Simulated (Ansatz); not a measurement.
# BSiC+ (triplet): from Hartree-Fock to the top rungs, cc-pVDZ

How much of the correlation energy of BSiC+ (triplet) does each wave-function method recover here?

The runs use Ansatz 0.2.0, Gaussian basis; cc-pVDZ, core rule «outside noble gas», up to 7 orbitals frozen.

Plan: UHF; CCSD(T) on ROHF; CCSD(T) on UHF; BCCD(T) on ROHF; CISD; CCSDT(Q) on ROHF; CCSDT(Q) on UHF; CASSCF and MRCISD+Q, 10 electrons in 10 orbitals; CASSCF and NEVPT2, 10 electrons in 10 orbitals.

22 further runs of the same task are left out: 10 that didn't finish, 12 set aside as unsound or not needed.

## 1. The geometry

The geometry is a PBE0/def2-TZVP stationary point (not a proven minimum) of the parent state, kept for this charge and spin.

3 atoms, charge 1, spin multiplicity 3.

Atoms are counted from 1 here; the program's logs count them from 0.

Bond lengths: B1–C2 1.370 Å, C2–Si3 1.676 Å. Angles: B1–C2–Si3 180.0°.

Geometry (Å):

```
B     0.0000    0.0000   -1.4721
C     0.0000    0.0000   -0.1021
Si    0.0000    0.0000    1.5743
```

In the tables R marks a restricted open-shell determinant and U an unrestricted one; 'frontier' is the active space of 10 electrons in 10 orbitals; energies count from the table's Hartree-Fock row.

## 2. UHF

File in.yaml:

```yaml
crystal:
  periodic: [false, false, false]
  atoms:
    - {symbol: B, position_ang: [0.000000, 0.000000, -1.472133]}
    - {symbol: C, position_ang: [0.000000, 0.000000, -0.102133]}
    - {symbol: Si, position_ang: [0.000000, 0.000000, 1.574267]}
basis:
  gaussian: {orbitals: cc-pVDZ}
total_charge: 1
magnetization: {spin_polarized: true, initial_magnetization: 2}
hamiltonian: {xc: hf}
output: {orbitals: {seedname: orbitals}}
```

Run with:

```sh
$ ansatz run in.yaml --threads 1 --pin off --events-out ev --progress --plain --max-ram 2393MiB
```

Output:

```text
Functional definition: HF
  name "HF"
  cite "Fock, Z. Phys. 61, 126 (1930) doi:10.1007/BF01340294"
  parent pbe
  exchange = exact_x
  correlation = 0
453 factors; integrals over basis functions are off by at most 8.6e-4 eV
mean field evaluation 1: about -9540.1362 eV, gradient 4.1e1 eV
mean field evaluation 2: about -9540.1421 eV, gradient 4.1e1 eV
mean field evaluation 4: about -9549.9233 eV, gradient 6.0e0 eV
mean field evaluation 8: about -9550.3143 eV, gradient 1.8e-1 eV
mean field evaluation 16: about -9550.4321 eV, gradient 5.0e-2 eV
mean field evaluation 32: about -9550.4355 eV, gradient 7.1e-3 eV
mean field evaluation 64: about -9550.4303 eV, gradient 1.4e-1 eV
mean field evaluation 96: about -9551.9941 eV, gradient 9.8e-2 eV
mean field evaluation 128: about -9543.6691 eV, gradient 1.3e1 eV
mean field evaluation 160: about -9547.6772 eV, gradient 7.8e-1 eV
mean field evaluation 192: about -9538.4920 eV, gradient 4.2e1 eV
mean field evaluation 224: about -9545.9517 eV, gradient 8.2e0 eV
mean field -9551.99790900 eV, -351.0294485791 hartree, gradient 2.2e-6 eV, S^2 2.032939; 9 other end points of the search recorded, 0 dependent functions left out
reference -9551.99790900 eV, -351.0294485791 hartree; 13, 11 occupied and 33, 35 virtual orbitals, 453 factors
Total energy: -9551.99790900 eV, -351.0294485791 hartree
```

Wall time 2 s (1 thread of Arm Neoverse V1, shared host).

From the report: ⟨S²⟩ of the determinant 2.033 (pure triplet: 2.00).

## 3. CCSD(T) on ROHF

in.yaml: that of step 2 with these lines changed.

```diff
@@ -9,4 +9,3 @@
 total_charge: 1
-magnetization: {spin_polarized: true, initial_magnetization: 2}
-hamiltonian: {xc: hf}
-output: {orbitals: {seedname: orbitals}}
+magnetization: {spin_polarized: false, initial_magnetization: 2}
+correlation: {method: ccsd_t, electrons: outside_noble_gas}
```

Launched as before.

Output, cut to the lines that bear on the results:

```text
Functional definition: HF
  name "HF"
  cite "Fock, Z. Phys. 61, 126 (1930) doi:10.1007/BF01340294"
  parent pbe
[...]
453 factors; integrals over basis functions are off by at most 8.6e-4 eV
[...]
mean field -9551.90195993 eV, -351.0259225159 hartree, gradient 1.3e-6 eV, S^2 2.000000; 9 other end points of the search recorded, 0 dependent functions left out
[...]
determinant -9551.90195993 eV, -351.0259225159 hartree, with singles and doubles -9558.07144265 eV, -351.2526468240 hartree
determinant -9550.18783049 eV, -350.9629294206 hartree, with singles and doubles -9556.99389416 eV, -351.2130476471 hartree
determinant -9549.12202559 eV, -350.9237618132 hartree, with singles and doubles -9555.34155304 eV, -351.1523252311 hartree
7 core orbitals not correlated: weight in the atoms' cores, before any rotation towards them, 1.000 or more for the frozen orbitals, at most 0.000 for the correlated occupied ones
reference -9551.90195993 eV, -351.0259225159 hartree; 6, 4 occupied and 33, 35 virtual orbitals, 453 factors
second order -5.23218983 eV of doubles, -0.05076847 eV of singles
cycle   1  -6.17005911 eV  change   -5.8e-4 eV  update   1.4e-3
[...]
cycle   8  -6.17095603 eV  change    9.0e-6 eV  update   5.7e-6
perturbative correction -0.27726821 eV, -0.0101894188 hartree
Total energy: -9558.35018418 eV, -351.2628903861 hartree
```

Wall time 6.5 s (1 thread of Arm Neoverse V1, shared host).

From the report: correlation -6.4482 eV; T1 0.025; largest double amplitude 0.07.

## 4. CCSD(T) on UHF

in.yaml: that of step 3 with these lines changed.

```diff
@@ -9,3 +9,3 @@
 total_charge: 1
-magnetization: {spin_polarized: false, initial_magnetization: 2}
+magnetization: {spin_polarized: true, initial_magnetization: 2}
 correlation: {method: ccsd_t, electrons: outside_noble_gas}
```

Same command.

Output, cut to the lines that bear on the results:

```text
Functional definition: HF
  name "HF"
  cite "Fock, Z. Phys. 61, 126 (1930) doi:10.1007/BF01340294"
  parent pbe
[...]
453 factors; integrals over basis functions are off by at most 8.6e-4 eV
[...]
mean field -9551.99790900 eV, -351.0294485791 hartree, gradient 2.2e-6 eV, S^2 2.032939; 20 other end points of the search recorded, 0 dependent functions left out
determinant -9551.99790900 eV, -351.0294485791 hartree, with singles and doubles -9558.07407897 eV, -351.2527437067 hartree
determinant -9550.43549118 eV, -350.9720307831 hartree, with singles and doubles -9556.96689696 eV, -351.2120555185 hartree
determinant -9550.43235455 eV, -350.9719155140 hartree, with singles and doubles -9556.96261093 eV, -351.2118980099 hartree
determinant -9550.33621933 eV, -350.9683826099 hartree, with singles and doubles -9556.98359281 eV, -351.2126690797 hartree
[...]
determinant -9548.97538621 eV, -350.9183729151 hartree, with singles and doubles -9554.29017468 eV, -351.1136877888 hartree
determinant -9548.81232195 eV, -350.9123804141 hartree, with singles and doubles -9554.24025583 eV, -351.1118533050 hartree
determinant -9548.50198394 eV, -350.9009757026 hartree, with singles and doubles -9554.65822624 eV, -351.1272134343 hartree
7 core orbitals not correlated: weight in the atoms' cores, before any rotation towards them, 1.000 or more for the frozen orbitals, at most 0.000 for the correlated occupied ones
reference -9551.99790900 eV, -351.0294485791 hartree; 6, 4 occupied and 33, 35 virtual orbitals, 453 factors
second order -5.18217739 eV of doubles, -0.00000000 eV of singles
cycle   1  -6.07681201 eV  change   -6.4e-4 eV  update   1.9e-3
[...]
cycle   9  -6.07827717 eV  change    1.2e-6 eV  update   3.0e-6
perturbative correction -0.27313710 eV, -0.0100376032 hartree
Total energy: -9558.34932326 eV, -351.2628587481 hartree
```

Wall time 11 s (1 thread of Arm Neoverse V1, shared host).

From the report: ⟨S²⟩ of the determinant 2.033 (pure triplet: 2.00); correlation -6.3514 eV; T1 0.023; largest double amplitude 0.06.

## 5. BCCD(T) on ROHF

in.yaml: that of step 4 with these lines changed.

```diff
@@ -9,3 +9,3 @@
 total_charge: 1
-magnetization: {spin_polarized: true, initial_magnetization: 2}
-correlation: {method: ccsd_t, electrons: outside_noble_gas}
+magnetization: {spin_polarized: false, initial_magnetization: 2}
+correlation: {method: bccd_t, electrons: outside_noble_gas}
```

Same command.

Output, cut to the lines that bear on the results:

```text
Functional definition: HF
  name "HF"
  cite "Fock, Z. Phys. 61, 126 (1930) doi:10.1007/BF01340294"
  parent pbe
[...]
453 factors; integrals over basis functions are off by at most 8.6e-4 eV
[...]
mean field -9551.90195993 eV, -351.0259225159 hartree, gradient 1.3e-6 eV, S^2 2.000000; 9 other end points of the search recorded, 0 dependent functions left out
[...]
determinant -9551.90195993 eV, -351.0259225159 hartree, with singles and doubles -9558.07144265 eV, -351.2526468240 hartree
determinant -9550.18783049 eV, -350.9629294206 hartree, with singles and doubles -9556.99389416 eV, -351.2130476471 hartree
determinant -9549.12202559 eV, -350.9237618132 hartree, with singles and doubles -9555.34155304 eV, -351.1523252311 hartree
7 core orbitals not correlated: weight in the atoms' cores, before any rotation towards them, 1.000 or more for the frozen orbitals, at most 0.000 for the correlated occupied ones
reference -9551.90195993 eV, -351.0259225159 hartree; 6, 4 occupied and 33, 35 virtual orbitals, 453 factors
second order -5.23218983 eV of doubles, -0.05076847 eV of singles
cycle   1  -6.15922750 eV  change    1.0e-2 eV  update   9.0e-3
[...]
cycle  10  -6.15972874 eV  change    5.8e-6 eV  update   8.4e-6
perturbative correction -0.28998679 eV, -0.0106568180 hartree
Total energy: -9558.35167546 eV, -351.2629451898 hartree
```

Wall time 6.5 s (1 thread of Arm Neoverse V1, shared host).

From the report: correlation -6.4497 eV; largest double amplitude 0.06.

## 6. CISD

in.yaml: that of step 5 with these lines changed.

```diff
@@ -10,2 +10,2 @@
 magnetization: {spin_polarized: false, initial_magnetization: 2}
-correlation: {method: bccd_t, electrons: outside_noble_gas}
+correlation: {active_space: {ras: {orbitals: [4, 2, 33], electrons: 10, max_holes: 2, max_particles: 2}, fixed_orbitals: true}}
```

The command is unchanged.

Output:

```text
Functional definition: HF
  name "HF"
  cite "Fock, Z. Phys. 61, 126 (1930) doi:10.1007/BF01340294"
  parent pbe
  exchange = exact_x
  correlation = 0
453 factors; integrals over basis functions are off by at most 8.6e-4 eV
mean field evaluation 1: about -9540.4115 eV, gradient 5.2e1 eV
mean field evaluation 2: about -9540.4174 eV, gradient 5.2e1 eV
mean field evaluation 4: about -9551.1588 eV, gradient 1.0e1 eV
mean field evaluation 8: about -9551.9014 eV, gradient 2.8e-1 eV
mean field evaluation 16: about -9550.1665 eV, gradient 1.2e0 eV
mean field evaluation 32: about -9547.3853 eV, gradient 6.0e0 eV
mean field evaluation 64: about -9549.4928 eV, gradient 1.0e1 eV
mean field evaluation 96: about -9542.3028 eV, gradient 1.5e0 eV
mean field -9551.90195993 eV, -351.0259225159 hartree, gradient 1.3e-6 eV, S^2 2.000000; 9 other end points of the search recorded, 0 dependent functions left out
reference -9551.90195993 eV, -351.0259225159 hartree; 13, 11 occupied and 33, 35 virtual orbitals, 453 factors
state -9557.57999880 eV, -351.2345865954 hartree
Total energy: -9557.57999880 eV, -351.2345865954 hartree
```

Wall time 3.3 s (1 thread of Arm Neoverse V1, shared host).

From the report: 40,806 determinants.

## 7. CCSDT(Q) on ROHF

in.yaml: that of step 6 with these lines changed.

```diff
@@ -10,2 +10,2 @@
 magnetization: {spin_polarized: false, initial_magnetization: 2}
-correlation: {active_space: {ras: {orbitals: [4, 2, 33], electrons: 10, max_holes: 2, max_particles: 2}, fixed_orbitals: true}}
+correlation: {method: ccsdt_q, electrons: outside_noble_gas}
```

The command is unchanged.

Output, cut to the lines that bear on the results:

```text
Functional definition: HF
  name "HF"
  cite "Fock, Z. Phys. 61, 126 (1930) doi:10.1007/BF01340294"
  parent pbe
[...]
837 factors; integrals over basis functions are off by at most 1.4e-7 eV
[...]
mean field -9551.90200332 eV, -351.0259241102 hartree, gradient 1.3e-6 eV, S^2 2.000000; 9 other end points of the search recorded, 0 dependent functions left out
[...]
determinant -9551.90200332 eV, -351.0259241102 hartree, with singles and doubles -9558.07149780 eV, -351.2526488505 hartree
determinant -9550.18788143 eV, -350.9629312927 hartree, with singles and doubles -9556.99394270 eV, -351.2130494310 hartree
determinant -9549.12206544 eV, -350.9237632776 hartree, with singles and doubles -9555.34160664 eV, -351.1523272007 hartree
7 core orbitals not correlated: weight in the atoms' cores, before any rotation towards them, 1.000 or more for the frozen orbitals, at most 0.000 for the correlated occupied ones
reference -9551.90200332 eV, -351.0259241102 hartree; 6, 4 occupied and 33, 35 virtual orbitals, 837 factors
second order -5.23221018 eV of doubles, -0.05076850 eV of singles
cycle   1  -5.83080814 eV  change   -5.5e-1 eV  update   9.5e-2
[...]
cycle  22  -6.49687010 eV  change   -8.9e-7 eV  update   9.6e-7
perturbative correction -0.02141180 eV, -0.0007868690 hartree
Total energy: -9558.42028521 eV, -351.2654665517 hartree
```

Wall time 38 s (1 thread of Arm Neoverse V1, shared host); peak memory 0.43 GiB.

From the report: correlation -6.5183 eV; T1 0.027; largest double amplitude 0.08.

## 8. CCSDT(Q) on UHF

in.yaml: that of step 7 with these lines changed.

```diff
@@ -9,3 +9,3 @@
 total_charge: 1
-magnetization: {spin_polarized: false, initial_magnetization: 2}
+magnetization: {spin_polarized: true, initial_magnetization: 2}
 correlation: {method: ccsdt_q, electrons: outside_noble_gas}
```

Launched as before.

Output, cut to the lines that bear on the results:

```text
Functional definition: HF
  name "HF"
  cite "Fock, Z. Phys. 61, 126 (1930) doi:10.1007/BF01340294"
  parent pbe
[...]
837 factors; integrals over basis functions are off by at most 1.4e-7 eV
[...]
mean field -9551.99795278 eV, -351.0294501879 hartree, gradient 2.3e-6 eV, S^2 2.032939; 20 other end points of the search recorded, 0 dependent functions left out
determinant -9551.99795278 eV, -351.0294501879 hartree, with singles and doubles -9558.07413475 eV, -351.2527457567 hartree
determinant -9550.43554427 eV, -350.9720327343 hartree, with singles and doubles -9556.96694362 eV, -351.2120572332 hartree
determinant -9550.43240832 eV, -350.9719174901 hartree, with singles and doubles -9556.96265902 eV, -351.2118997770 hartree
determinant -9550.33627219 eV, -350.9683845524 hartree, with singles and doubles -9556.98364135 eV, -351.2126708635 hartree
[...]
determinant -9548.97543319 eV, -350.9183746415 hartree, with singles and doubles -9554.29023406 eV, -351.1136899712 hartree
determinant -9548.81236905 eV, -350.9123821451 hartree, with singles and doubles -9554.24031259 eV, -351.1118553911 hartree
determinant -9548.50203554 eV, -350.9009775988 hartree, with singles and doubles -9554.65827879 eV, -351.1272153655 hartree
7 core orbitals not correlated: weight in the atoms' cores, before any rotation towards them, 1.000 or more for the frozen orbitals, at most 0.000 for the correlated occupied ones
reference -9551.99795278 eV, -351.0294501879 hartree; 6, 4 occupied and 33, 35 virtual orbitals, 837 factors
second order -5.18219714 eV of doubles, -0.00000000 eV of singles
cycle   1  -5.73473950 eV  change   -5.5e-1 eV  update   9.4e-2
[...]
cycle  23  -6.40154729 eV  change   -7.4e-7 eV  update   8.1e-7
perturbative correction -0.02320892 eV, -0.0008529119 hartree
Total energy: -9558.42270899 eV, -351.2655556238 hartree
```

It took 41 s on 1 thread of Arm Neoverse V1, shared host; peak memory 0.36 GiB.

From the report: ⟨S²⟩ of the determinant 2.033 (pure triplet: 2.00); correlation -6.4248 eV; T1 0.026; largest double amplitude 0.08.

## 9. CASSCF and MRCISD+Q, 10 electrons in 10 orbitals

in.yaml: that of step 8 with these lines changed.

```diff
@@ -9,3 +9,3 @@
 total_charge: 1
-magnetization: {spin_polarized: true, initial_magnetization: 2}
-correlation: {method: ccsdt_q, electrons: outside_noble_gas}
+magnetization: {spin_polarized: false, initial_magnetization: 2}
+correlation: {method: fic_mrcisd_q, electrons: outside_noble_gas, active_space: {window: {electrons: 10, orbitals: 10}}}
```

The command is unchanged.

Output, cut to the lines that bear on the results:

```text
Functional definition: HF
  name "HF"
  cite "Fock, Z. Phys. 61, 126 (1930) doi:10.1007/BF01340294"
  parent pbe
[...]
453 factors; integrals over basis functions are off by at most 8.6e-4 eV
[...]
mean field -9551.90195993 eV, -351.0259225159 hartree, gradient 1.3e-6 eV, S^2 2.000000; 9 other end points of the search recorded, 0 dependent functions left out
reference -9551.90195993 eV, -351.0259225159 hartree; 13, 11 occupied and 33, 35 virtual orbitals, 453 factors
state -9553.98231154 eV, -351.1023740272 hartree
contracted CI cycle   1: correlation 0.00000000 eV, 0.0000000000 hartree, residual 1.49e1 eV
contracted CI cycle   2: correlation -3.71640839 eV, -0.1365754894 hartree, residual 3.41e0 eV
contracted CI cycle   3: correlation -3.94937356 eV, -0.1451368015 hartree, residual 1.07e0 eV
contracted CI cycle   4: correlation -3.97425359 eV, -0.1460511255 hartree, residual 4.01e-1 eV
[...]
contracted CI cycle   2: correlation -3.88389963 eV, -0.1427306790 hartree, residual 3.47e0 eV
contracted CI cycle   3: correlation -4.07545663 eV, -0.1497702689 hartree, residual 8.95e-1 eV
contracted CI cycle   4: correlation -4.09033597 eV, -0.1503170743 hartree, residual 2.92e-1 eV
contracted CI cycle   5: correlation -4.09191063 eV, -0.1503749422 hartree, residual 9.02e-2 eV
contracted CI cycle   6: correlation -4.09206212 eV, -0.1503805091 hartree, residual 2.66e-2 eV
contracted CI cycle   7: correlation -4.09207511 eV, -0.1503809864 hartree, residual 7.87e-3 eV
contracted CI cycle   8: correlation -4.09207625 eV, -0.1503810286 hartree, residual 2.50e-3 eV
contracted CI cycle   9: correlation -4.09207637 eV, -0.1503810328 hartree, residual 7.80e-4 eV
state -9553.90911300 eV, -351.0996840306 hartree; corrected -9558.32899075 eV, -351.2621115421 hartree
state -9553.98231154 eV, -351.1023740272 hartree; corrected -9558.35557591 eV, -351.2630885287 hartree
[...]
Total energy: -9558.35557591 eV, -351.2630885287 hartree
```

It took 84 s on 1 thread of Arm Neoverse V1, shared host; peak memory 0.57 GiB.

From the report: 15,840 determinants; active occupations 2.00, 1.98, 1.98, 1.97, 1.00, 0.99, 0.03, 0.02, 0.02, 0.01.

## 10. CASSCF and NEVPT2, 10 electrons in 10 orbitals

in.yaml: that of step 9 with these lines changed.

```diff
@@ -10,2 +10,2 @@
 magnetization: {spin_polarized: false, initial_magnetization: 2}
-correlation: {method: fic_mrcisd_q, electrons: outside_noble_gas, active_space: {window: {electrons: 10, orbitals: 10}}}
+correlation: {method: sc_nevpt2, electrons: outside_noble_gas, active_space: {window: {electrons: 10, orbitals: 10}}}
```

Same command.

Output, cut to the lines that bear on the results:

```text
Functional definition: HF
  name "HF"
  cite "Fock, Z. Phys. 61, 126 (1930) doi:10.1007/BF01340294"
  parent pbe
[...]
453 factors; integrals over basis functions are off by at most 8.6e-4 eV
[...]
mean field -9551.90195993 eV, -351.0259225159 hartree, gradient 1.3e-6 eV, S^2 2.000000; 9 other end points of the search recorded, 0 dependent functions left out
reference -9551.90195993 eV, -351.0259225159 hartree; 13, 11 occupied and 33, 35 virtual orbitals, 453 factors
state -9553.98231154 eV, -351.1023740272 hartree
state -9553.98231154 eV, -351.1023740272 hartree; corrected -9556.97992598 eV, -351.2125343263 hartree
state -9553.95144438 eV, -351.1012396801 hartree
state -9553.95144438 eV, -351.1012396801 hartree; corrected -9557.35779147 eV, -351.2264206268 hartree
state -9553.95144438 eV, -351.1012396801 hartree; corrected -9557.35779147 eV, -351.2264206268 hartree
state -9553.90911300 eV, -351.0996840306 hartree
state -9553.90911300 eV, -351.0996840306 hartree; corrected -9557.30334093 eV, -351.2244196063 hartree
state -9553.95144438 eV, -351.1012396801 hartree; corrected -9557.35779147 eV, -351.2264206268 hartree
WARN: the results are in doubt because another end's mean lies 0.031 eV lower, and its corrected mean 0.378 eV higher
Total energy: -9557.35779147 eV, -351.2264206268 hartree
In doubt: another end's mean lies 0.031 eV lower, and its corrected mean 0.378 eV higher
```

It took 74 s on 1 thread of Arm Neoverse V1, shared host.

From the report: 15,680 determinants; active occupations 1.99, 1.98, 1.93, 1.93, 1.00, 1.00, 0.07, 0.05, 0.03, 0.02. Mind the lines of doubt at the end of the log.

## 11. All levels against the top one

The yardstick is UCCSDT(Q), where the cluster series has nearly closed. Rows without a time come out of other runs: HF, MP2 and CCSD of CCSD(T), CCSDT of CCSDT(Q), CASSCF and MRCISD of the multireference runs.

Differences are taken before rounding.

| method | energy from the lowest RHF (kcal/mol) | from UCCSDT(Q) (kcal/mol) | time |
| --- | --- | --- | --- |
| RHF | 0.00 | +150.37 |  |
| UHF | -2.21 | +148.16 |  |
| RMP2 | -121.83 | +28.54 |  |
| UMP2 | -121.72 | +28.66 |  |
| CISD | -130.94 | +19.43 | 3.3 s |
| RCCSD | -142.31 | +8.07 |  |
| UCCSD | -142.38 | +7.99 |  |
| RCCSD(T) | -148.70 | +1.67 | 6.5 s |
| UCCSD(T) | -148.68 | +1.69 | 11 s |
| BCCD(T) | -148.73 | +1.64 | 6.5 s |
| RCCSDT | -149.82 | +0.55 |  |
| UCCSDT | -149.84 | +0.54 |  |
| RCCSDT(Q) | -150.32 | +0.06 | 38 s |
| UCCSDT(Q) | -150.37 | 0 | 41 s |
| CASSCF frontier | -47.97 | +102.40 |  |
| MRCISD frontier | -139.70 | +10.67 |  |
| MRCISD+Q frontier | -148.82 | +1.55 | 84 s |

Among the levels timed on like hardware and quicker than the yardstick, those that no quicker one beats, quickest first: CISD (3.3 s, +19.43 kcal/mol); BCCD(T) (6.5 s, +1.64 kcal/mol); RCCSDT(Q) (38 s, +0.06 kcal/mol).

Not comparable, so not listed: CASSCF and NEVPT2, 10 electrons in 10 orbitals (they don't share determinant, frozen orbitals or solution with the rows shown, or repeat one).

## 12. Outcome

| quantity | value |
| --- | --- |
| UCCSDT(Q) below the RHF energy | -6.5207 eV |
| RMP2 from UCCSDT(Q) | +28.54 kcal/mol |
| UMP2 from UCCSDT(Q) | +28.66 kcal/mol |
| RCCSD from UCCSDT(Q) | +8.07 kcal/mol |
| RCCSD(T) from UCCSDT(Q) | +1.67 kcal/mol |
| UCCSD(T) from UCCSDT(Q) | +1.69 kcal/mol |
| RCCSDT(Q) from UCCSDT(Q) | +0.06 kcal/mol |
| MRCISD+Q frontier from UCCSDT(Q) | +1.55 kcal/mol |
| levels within 1 kcal/mol (43 meV) | RCCSDT, UCCSDT, RCCSDT(Q) |
| T1 diagnostic | 0.025 |

What this shows: RCCSD(T) lands +1.67 kcal/mol from the yardstick (1.1 % of the correlation energy). These misses are within one basis, not against nature; the frozen cores of restricted and unrestricted runs differ, which can shift their rows.

RCCSDT(Q) reaches 0.06 kcal/mol from the reference in 38 s, where UCCSDT(Q) took 41 s; the quickest level in the cost chart, CISD, takes 3.3 s and misses by 19.43 kcal/mol.
